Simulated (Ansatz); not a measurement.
HB–NH, singlet: reading a ladder of total energies

Geometry: a PBE0/def2-TZVP stationary point for this spin, not checked as a minimum.

```tsv
atom	x (Å)	y (Å)	z (Å)
B	0.0000	0.0000	0.5713
N	0.0000	0.0000	-0.6613
H	0.0000	0.0000	1.7429
H	0.0000	0.0000	-1.6528
```

Basis 6-31G; Ansatz 0.2.0. Only valence electrons are correlated (noble-gas cores frozen), which leaves 10 electrons in 20 orbitals. R marks a restricted (for open shells ROHF) determinant.

Full CI is exact within this basis and frozen core; it isn't the basis-set limit.

Runs differ by some tens of microhartree through their thresholds, so steps under 0.03 kcal/mol mean nothing.

```
    level  total energy (hartree)
      RHF              -80.266335
     RMP2              -80.437140
    RCCSD              -80.449195
 RCCSD(T)              -80.455229
   RCCSDT              -80.455782
RCCSDT(Q)              -80.456255
  RCCSDTQ              -80.456124
  full CI              -80.456153
```

Problem. What is the correlation energy at full CI, and what share of it do RMP2 and RCCSDT recover?

Solution. E(corr) = -80.456153 − (-80.266335) = -0.189818 hartree = -5.165 eV. RMP2: -0.170805 / -0.189818 = 89.98 %. RCCSDT: -0.189447 / -0.189818 = 99.80 %.

Problem. By how many kcal/mol does RCCSD(T) miss full CI (1 hartree = 627.509 kcal/mol), and which steps make up the rest?

Solution. -80.455229 − (-80.456153) = 0.000924 hartree = 0.58 kcal/mol. Steps: RCCSDT − RCCSD(T) = -0.35, RCCSDT(Q) − RCCSDT = -0.30, RCCSDTQ − RCCSDT(Q) = 0.08, full CI − RCCSDTQ = -0.02 kcal/mol. That is within 1 kcal/mol of the reference in this basis, which itself misses far more of the correlation at the basis-set limit.
